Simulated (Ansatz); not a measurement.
## Loss of C2H6: C3H6F → CF + C2H6

Species: C3H6F `[CH2]CCF`, doublet; CF, doublet; C2H6 (ethane) `CC`, singlet. This is a balance of energies; it says nothing on the path, which may need atoms to shift.

Shapes, held fixed at every level: PBE0-D4/def2-TZVP. Flexible molecules stand in one conformer, not always the lowest. Programs: Ansatz 0.2.0. The zero-point and thermal change to 298 K, harmonic and unscaled (PBE0-D4/def2-TZVP), is -6.6 kJ/mol.

Problem. Estimate ΔH(298 K) of this reaction.

Solution. The highest level, CCSD(T)/CBS estimate, gives ΔH(298 K) = +246.2 kJ/mol; the levels span +220.6 to +267.8. The column of differences is taken from that level and isn't an error. No measured value is set beside it here. Open shells run unrestricted. The CBS estimate extrapolates MP2 from def2-TZVPP and def2-QZVPP and adds CCSD(T) − MP2 in the triple-zeta set, cores frozen.

```json
{"level": "MP2/def2-TZVPP", "kind": "perturbation theory", "ΔH(298 K) (kJ/mol)": "+256.9", "less CCSD(T)/CBS estimate": "+10.7"}
{"level": "HF/def2-SVP", "kind": "Hartree–Fock", "ΔH(298 K) (kJ/mol)": "+220.6", "less CCSD(T)/CBS estimate": "-25.6"}
{"level": "r2SCAN-D4/def2-TZVPP", "kind": "meta-GGA", "ΔH(298 K) (kJ/mol)": "+267.8", "less CCSD(T)/CBS estimate": "+21.6"}
{"level": "BHLYP-D4/def2-TZVPP", "kind": "global hybrid", "ΔH(298 K) (kJ/mol)": "+247.9", "less CCSD(T)/CBS estimate": "+1.7"}
{"level": "PBE0-D4/def2-TZVPP", "kind": "global hybrid", "ΔH(298 K) (kJ/mol)": "+267.3", "less CCSD(T)/CBS estimate": "+21.1"}
{"level": "wB97X-V/def2-TZVPP", "kind": "range-separated hybrid", "ΔH(298 K) (kJ/mol)": "+245.4", "less CCSD(T)/CBS estimate": "-0.8"}
{"level": "CCSD/def2-TZVPP", "kind": "coupled cluster or CI", "ΔH(298 K) (kJ/mol)": "+236.7", "less CCSD(T)/CBS estimate": "-9.5"}
{"level": "CCSD(T)/CBS estimate", "kind": "coupled cluster or CI", "ΔH(298 K) (kJ/mol)": "+246.2", "less CCSD(T)/CBS estimate": "0.0"}
```
